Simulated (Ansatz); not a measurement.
S2F2 (Difluorodisulfane): a line through the functionals

S2F2 has 4 atoms, charge 0, and is taken as a singlet. SMILES: `FSSF`. The shape is that of a PBE0-D4/def2-TZVP optimisation.

The HOMO–LUMO gap y, in eV, basis 6-311+G(d,p); a is the functional's share of exact exchange. Programs: Ansatz 0.2.0.

```
functional  program     a  y (eV)
       PBE   Ansatz     0    4.49
    r2SCAN   Ansatz     0    4.94
     B3LYP   Ansatz   0.2       ?
      PBE0   Ansatz  0.25    6.79
   r2SCAN0   Ansatz  0.25    7.09
     BHLYP   Ansatz   0.5    9.09
```

**Question.** Fit y = c + s·a to the known rows and predict B3LYP.

**Answer.** 
1. Means of the 5 rows: a = 0.2000, y = 6.480.
2. Σ(Δa)² = 0.175, Σ(Δa·Δy) = 1.535, so the slope is 1.535/0.175 = 8.7714.
3. Intercept: 6.480 − (8.7714) × 0.2000 = 4.726. The largest residual of the fit is 0.24.
4. B3LYP: 4.726 + (8.7714) × 0.2 = 6.48 eV.

The run gave 6.31 eV, so the prediction is off by +0.17 eV, within the scatter of the fit. Exact exchange lowers occupied levels and raises empty ones. The rows mix families of semi-local functionals, which the line can't see.
